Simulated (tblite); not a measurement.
Species: C₄H₅FO (charge +1 and doublet state).
Atom-mapped SMILES: `[F:1][C+:2]1[CH:3][CH2:4][O:5][CH2:6]1` (hydrogens: H7 on C3; H8, H9 on C4; H10, H11 on C6)

All values are computed: GFN2-xTB (tblite) harmonic vibrations without scaling, gas phase. Against measured fundamentals such values can be off by several per cent, at times by over 20. Open shells enter through the occupations alone, without spin polarisation, and single modes of such species can be off by tens of per cent.

Harmonic wavenumbers (cm⁻¹): 235.9, 286.6, 380.4, 443.9, 603.8, 728.4, 765.4, 827.7, 847.4, 942.6, 966.0, 997.6, 1007.4, 1008.0, 1116.5, 1155.1, 1193.1, 1255.6, 1292.9, 1310.5, 1329.4, 1577.3, 2731.8, 2760.3, 2804.2, 2825.6, 3140.3.

A = 8049, B = 3283, C = 2399 MHz; mass 88.032 u (most abundant isotopes); point group Cs, symmetry number 1; spin multiplicity 2.

**Question.** Zero-point energy?

**Answer.** Half the sum of the wavenumbers: 17267 cm⁻¹ = 49.37 kcal/mol.

**Question.** What is S at 350 K and 1 bar for an ideal gas of classical rigid rotors and harmonic oscillators?

**Answer.** Translation 40.16, rotation 26.51, vibration 9.69, spin (R ln 2) 1.38: S = 77.7 cal/(mol K).

**Question.** And Cp and H(350 K) − H(0)?

**Answer.** Cp = 24.83 cal/(mol K), of which vibrations give 16.88 (their classical limit is 27 R = 53.7); H(350 K) − H(0) = 5.03 kcal/mol without the zero-point energy, 2.25 from vibrations.

**Question.** Which modes carry the vibrational entropy at 350 K?

**Answer.** 235.9 cm⁻¹: 2.12; 286.6 cm⁻¹: 1.77; 380.4 cm⁻¹: 1.29; 443.9 cm⁻¹: 1.05; 603.8 cm⁻¹: 0.62; 728.4 cm⁻¹: 0.42 cal/(mol K); the other 21 give 2.41 together.

**Question.** How do the functions run with temperature in this model?

**Answer.** 
```tsv
T (K)	S (cal/(mol K))	Cp (cal/(mol K))	H − H(0) (kcal/mol)	G − H(0) (kcal/mol)	ln q(vib)
50	52.6	8.1	0.40	-2.23	0.00
100	58.6	9.8	0.84	-5.03	0.06
298.15	74.0	21.4	3.83	-18.24	1.18
373.15	79.4	26.3	5.62	-23.99	1.86
500	88.1	33.4	9.43	-34.62	3.17
750	103.5	42.6	19.02	-58.62	6.04
1000	116.6	48.1	30.41	-86.18	8.93
```

q(vib) and H(0) count from the zero-point level.

**Question.** What must be added to the electronic energy to get the Gibbs energy at 350 K and 1 bar?

**Answer.** ZPE + [H(350 K) − H(0)] − T·S = 49.37 + 5.03 − 27.21 = 27.19 kcal/mol.

Hindered rotation and anharmonicity are outside this model.

On one thread of an Arm Neoverse N1, on a shared host, this took 0.3 s. This covers the Hessian and the dipole derivatives.
